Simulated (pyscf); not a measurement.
PySCF, gas phase, ωB97X-D3(BJ)/def2-SVP geometries.

Question: For the elementary gas-phase step HO–Ta(F)(F)(F)–F → O=Ta(F)(F)–F + HF (singlet surface; H–O, F–Ta broken, F–H formed), what barrier and reaction energy does ωB97M-D3(BJ)/def2-TZVP give, measured from the reactant's lowest minimum found?

Answer: ΔE‡ = 31.0 kcal/mol, ΔE = +35.1 kcal/mol. Zero-point energy shifts the barrier by -2.3 kcal/mol. It is an elimination, with an imaginary mode of 1099i cm⁻¹. On the product side the descent ends in an adduct with a F–Ta contact, 10.9 kcal/mol under the separated species and 5.5 kcal/mol under the saddle at ωB97X-D3(BJ)/def2-TZVP. At ωB97M-D3(BJ) the saddle lies under the separated products, which points to a path from their complex (located at ωB97X-D3(BJ) alone), and parting the products costs more than the saddle. What is counted as broken (F–Ta) persists as a longer contact in the product adduct; parting that adduct is a step of its own. At the saddle there is also a short H–Ta contact that neither side keeps. One saddle was located; it need not be the lowest between these sides. Elements past Kr carry the def2 core potentials, without spin-orbit coupling.
